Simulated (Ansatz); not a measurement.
System: fcc Pb. Method: PBE0 in Ansatz (plane waves, PAW).

Settings: plane-wave cutoff 460 eV, 12×12×12 k mesh, Fermi–Dirac smearing 0.05 eV, scalar-relativistic PAW data made under PBE.

Cell (relaxed at this level):

```
CELL_PARAMETERS angstrom
      0.00000     2.49967     2.49967
      2.49967     0.00000     2.49967
      2.49967     2.49967     0.00000
ATOMIC_POSITIONS crystal
  Pb 0.00000 0.00000 0.00000
```

**Question.** Estimate the bulk modulus that the calculation returns.

**Answer.** 
- bulk modulus = 43.5 GPa

Measured, for comparison: bulk modulus 47 GPa (corrected for temperature and zero-point phonon effects; as tabulated in Levämäki et al. (2014), arXiv:1402.3671). Computed (rounded) less measured: bulk modulus -7 %.

Spin–orbit coupling is not included; it can shift volumes and moduli of such heavy elements.

Static lattice: no zero-point or thermal effects.

Computing time: about 23 core-minutes (a rough figure).

Ansatz is a program for electronic structure.
